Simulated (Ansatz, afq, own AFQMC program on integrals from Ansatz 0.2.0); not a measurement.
CHB, singlet: AFQMC among the cluster methods

```xyz
3

B     0.0000    0.1058    0.9257
C     0.0000   -0.1387   -0.7020
H     0.0000    0.5182   -1.5633
```

Connectivity, by distances: B–CH.

Basis 6-31G. Noble-gas cores (and the filled d shells of Ga–Kr and In–Xe) are frozen. Integrals, coupled cluster, full CI and functionals: Ansatz 0.2.0; the random walks run on the same integrals in our own AFQMC program. The CISD trial takes its coefficients from CCSD amplitudes. Released means that phaseless walkers are propagated on without the constraint, phases kept. ± is one standard error of the sampling.

Determinant: RHF, the one that the program's search chose, which needn't be the lowest solution. The geometry is a point of a scan.

Full CI on the same integrals is exact in this basis and with this determinant's frozen core.

Cautions: higher spins were not checked; restricted determinant unstable towards unrestricted (UHF 2.18 eV lower, ⟨S²⟩ 1.66); the search met a lower determinant of the same kind, perhaps of another symmetry (439 meV lower), and this one is a saddle point; strong correlation (T1 0.159, weight of the determinant 0.55, largest double 0.28); (T) is large, 12 % of the CCSD correlation; (Q) is large, 140 meV, so the cluster series hasn't closed; the CCSDTQ amplitudes may be one of several solutions (largest double 0.51); the released energies are still falling, so no released level is given (meV from the phaseless value at times in 1/Eh: -23 ± 4 at 0.24, -42 ± 3 at 0.51, -66 ± 5 at 0.99, -87 ± 4 at 1.62, -102 ± 4 at 2.40); CCSDTQ on the UHF determinant differs (508 meV lower), perhaps since the unrestricted series falls towards higher spin.

The T1 diagnostic is 0.1587. The weight of the determinant in the CISD state is 0.548. The size of the correlated space is 8 electrons in 18 orbitals.

```csv
level,correlation energy (eV)
MP2,-3.3228
CCSD,-4.9683
CCSD(T),-5.5592
```

Estimate where full CI lies against CCSD(T) on the same integrals.

3.2 kJ/mol above CCSD(T).

Reference: full CI, correlation energy -5.526 eV. The cautions show a poor starting determinant, so the rows tell how each method copes with it here, and full CI is the sure value.

```csv
level,E − E(reference) (kJ/mol),share of correlation (%)
CCSD(T),-3.2,100.61
CCSDT,5.1,99.04
CCSDT(Q),-8.4,101.58
CCSDTQ,0.5,99.91
ph-AFQMC/CISD,22.6 ± 0.4,95.76
```

CCSDT and higher add their correlation energy to the determinant of the CCSD(T) run, since their own runs factorise the integrals more tightly (a shift of under 2 meV). A walk keeps the symmetry of its determinant, which the program's search chose and which needn't be the lowest solution, so a lower state of the same spin and another symmetry isn't excluded.
